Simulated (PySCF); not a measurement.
**Molecular orbitals of SiS**

B97-3 at R = 1.934 Å; basis Si x2c-TZVPPall, S x2c-TZVPPall; spin-free X2C with a Gaussian nucleus; PySCF 2.14. State: ¹Σ⁺ (singlet), closed shell. Only the outer orbitals are listed, counted within each symmetry.

| orbital | occ. | ε (eV) | on Si (%) | main shells (%) |
| --- | --- | --- | --- | --- |
| 7σ | 2 | -20.05 | 21 | 76 S s, 14 Si s |
| 8σ | 2 | -12.36 | 56 | 54 Si s, 29 S p, 14 S s |
| 3π | 2 | -8.21 | 25 | 74 S p, 22 Si p |
| 3π | 2 | -8.21 | 25 | 74 S p, 22 Si p |
| 9σ | 2 | -8.06 | 60 | 40 S p, 33 Si p, 26 Si s |
| 4π | 0 | -2.18 | 79 | 76 Si p, 20 S p |
| 4π | 0 | -2.18 | 79 | 76 Si p, 20 S p |
| 10σ | 0 | 1.32 | 109 | 92 Si p, 13 Si s, 8 S p |

Q: Which are the highest filled and the lowest empty level, where do they sit, and how wide is the gap?

A: Highest filled 9σ at -8.06 eV (in %: 40 S p, 33 Si p, 26 Si s); lowest empty 4π at -2.18 eV (in %: 76 Si p, 20 S p); the gap at B97-3 is 5.88 eV.

```
bond order (Mayer)                              : 2.42
⟨S²⟩                                            : 0.000
charge on Si (Mulliken, basis-dependent)        : 0.25
charge on Si (Löwdin, basis-dependent)          : -0.12
dipole moment (positive dipole means Si(−)S(+)) : -1.79 D
```

Shares are Mulliken populations and can fall outside 0 to 100 %.
